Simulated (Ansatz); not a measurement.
Basis-set extrapolation for `N=C1COCN1` (PBE0-D4/def2-TZVP geometry, frozen core, the Gaussian-basis code of Ansatz). Multiplicity 1, RHF reference.

|  | def2-TZVPP | def2-QZVPP |
| --- | --- | --- |
| HF | -300.955884 | -300.969710 |
| MP2 correlation | -1.123243 | -1.202345 |
| CCSD(T) correlation | -1.201505 | not run |

Energies in hartree. Use E(X) = E(∞) + A·exp(−7.88·√X) for Hartree–Fock and E(X) = E(∞) + B·X^(−2.97) for correlation, with X = 3 and 4, and add CCSD(T) minus MP2 of the smaller set to the MP2 limit.

Question: What is the CCSD(T) energy at the basis-set limit?

Answer: HF limit: -300.969710 + (-0.013826) × 0.13774 = -300.97161. MP2 limit: -1.202345 + (-0.079102) × 0.74074 = -1.26094. Higher-order term: -1.201505 − (-1.123243) = -0.07826. Total: -302.31081 hartree, 402.8 kJ/mol below CCSD(T)/def2-TZVPP.
